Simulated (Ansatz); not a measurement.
**Reading a saddle point**

A first-order saddle point of CH$_{7}$NSi, closed shell, PBE0-D4/def2-TZVP, with one imaginary mode of 1223i cm⁻¹:

Si1  (-0.811, 0.034, 0.317)
N2  (0.822, 0.999, 0.249)
C3  (-0.093, -1.266, -0.664)
H4  (1.014, 0.000, -0.372)
H5  (-1.783, 1.009, -0.250)
H6  (-1.035, -0.114, 1.781)
H7  (0.861, 1.860, -0.287)
H8  (1.370, 1.097, 1.098)
H9  (0.101, -2.225, -0.185)
H10  (-0.446, -1.393, -1.687)
(Å)

Computed with Ansatz 0.2.0 (basis: def2-TZVPP and def2-QZVPP); correlated methods freeze the cores. Extrapolation: Hartree–Fock as exp(−7.88 √X), correlation as X^−2.97.

(1) Which contacts change along the imaginary mode, and what lies on either side? (A judgement: the text doesn't fix the answer.)

(2) Which side is lower, and how far does the saddle lie above each? (An estimate is asked for; the value comes from the calculation.)

No T1 diagnostic of these runs exceeds 0.013. The end structure is not quite a true minimum (one mode of 90i cm⁻¹).

Results:

(1) The calculation gives: The step is CH₇NSi ([CH3][SiH2][NH2]) → CH₄Si ([CH2][SiH2]) + NH₃ (still joined by a long Si–N bond), with the molecules in contact on both sides. Shortening one way: N2–H4; lengthening the same way: Si1–N2, C3–H4.
```json
{"pair": "N2–H4", "one side (Å)": "3.16", "saddle (Å)": "1.19", "other side (Å)": "1.02"}
{"pair": "Si1–N2", "one side (Å)": "1.72", "saddle (Å)": "1.90", "other side (Å)": "2.10"}
{"pair": "C3–H4", "one side (Å)": "1.09", "saddle (Å)": "1.71", "other side (Å)": "2.98"}
```

(2) Computed: The side with Si1–N2, C3–H4 short is lower by 55.45 kcal/mol; the saddle lies 66.02 kcal/mol above it and 10.57 kcal/mol above the other (CCSD(T) at an estimated basis limit (MP2 extrapolated from triple and quadruple zeta, plus CCSD(T) − MP2 in triple zeta); electronic energies).

Labels in which every atom is bracketed show which atoms are joined, not bond orders.

For scale, one of the runs: CCSD(T)/def2-TZVPP, 202 basis functions, launched by `ansatz run in.yaml --threads 2 --pin off --events-out ev --progress --plain --max-ram 4352MiB`. Time: 46 s of wall clock on 2 CPU threads of an Arm Neoverse V2; the host was shared. Peak host memory: 2.5 GiB.
